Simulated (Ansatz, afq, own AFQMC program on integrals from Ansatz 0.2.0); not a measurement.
AFQMC on a folder of integrals that Ansatz 0.2.0 wrote.

```yaml
crystal:
  periodic: [false, false, false]
  atoms:
    - {symbol: F, position_ang: [0.000000, 0.000000, 0.000000]}
    - {symbol: Mg, position_ang: [0.000000, 0.000000, 1.445000]}
basis:
  gaussian: {orbitals: aug-cc-pVDZ}
total_charge: -1
magnetization: {spin_polarized: true, initial_magnetization: 2}
correlation: {method: ccsd_t, electrons: outside_noble_gas, hamiltonian_folder: ham}
```

```sh
$ ansatz run in.yaml --threads 1 --pin off --events-out ev --progress --plain --max-ram 1382MiB
```

Options of the walk:

```
--method phaseless --trial cisd --walkers 60 --populations 1 --least-time 40 --time-step 0.005 --steps-per-block 50 --equilibration-blocks 28 --max-blocks 300 --target-error 0.00038 --factor-cut 1e-05 --start spin_pure --seed 9751 --release-times 0.24,0.51,0.99,1.62,2.4 --release-step 0.03 --release-every 4 --taylor-order 6
```

Times are imaginary, in 1/Eh. The walk had a cap of 1931 s.

afq prints:

```
orbitals 44  electrons 6 4  factors 327 of 472
reference energy -299.03178551 Eh
CCSD correlation -0.22737900 Eh in 12 cycles, weight of the determinant in the CISD state 0.9321
energy of the start -299.259168 Eh
 block  time / (1/Eh)  mean weight  energy / Eh
     1     0.250  0.9988  -299.260531
     2     0.500  0.9977  -299.260628
     3     0.750  0.9971  -299.265531
     4     1.000  0.9996  -299.266121
     5     1.250  0.9979  -299.264200
     7     1.750  1.0012  -299.260497
     9     2.250  1.0027  -299.260915
    17     4.250  0.9986  -299.274112
    33     8.250  0.9993  -299.265817
    49    12.250  1.0004  -299.262758
    65    16.250  1.0013  -299.265383
    81    20.250  1.0013  -299.261632
    97    24.250  1.0027  -299.264489
   113    28.250  1.0034  -299.266496
   129    32.250  1.0004  -299.261763
   145    36.250  0.9997  -299.262678
   161    40.250  1.0009  -299.269340
   177    44.250  0.9968  -299.261143
   193    48.250  1.0010  -299.266290
   209    52.250  1.0015  -299.271690
   225    56.250  1.0014  -299.267111
   241    60.250  1.0018  -299.262056
   257    64.250  0.9985  -299.265945
   273    68.250  0.9984  -299.256016
   289    72.250  0.9981  -299.263012
   305    76.250  1.0006  -299.264930
   321    80.250  0.9975  -299.265844
blocks merged  error / Eh  count
     1  0.000237  300
     2  0.000272  150
     4  0.000319  75
     8  0.000379  37
    16  0.000399  18
    32  0.000480  9
released: time / (1/Eh)  energy / Eh  error  mean overlap
  0.24  -299.263207  0.000415  1.0109
  0.51  -299.264354  0.000381  1.0050
  0.99  -299.264023  0.000310  1.0174
  1.62  -299.263975  0.000442  1.0199
  2.40  -299.264163  0.000495  1.0441
energy -299.263690 +/- 0.000399 Eh
(rows thinned)
```

The run passed its tests (sampling time, drift between the halves within three errors, error under three times the target), which doesn't prove that it has relaxed.

Against this walk (error 10.9 meV) on the same determinant: CCSD(T) 3.0 meV lower (within the noise), CCSDT(Q) 18.8 meV lower (within the noise). The error is statistical and leaves out the bias of the constraint. Released to 2.40 1/Eh the energy moves by -13 ± 17 meV (both errors), within twice the noise.

Cautions: constraint bias not in the error; error above the target (10.9 against 10.3 meV); lower spins were not checked.

The walk took 4.6 min on 1 thread of AMD EPYC 9R45 96-Core Processor (Zen 5), with other jobs on the host. The log's last line is the phaseless energy.

CCSDT and higher add their correlation energy to the determinant of the CCSD(T) run, since their own runs factorise the integrals more tightly (a shift of under 2 meV). A walk keeps the symmetry of its determinant, which the program's search chose and which needn't be the lowest solution, so a lower state of the same spin and another symmetry isn't excluded.
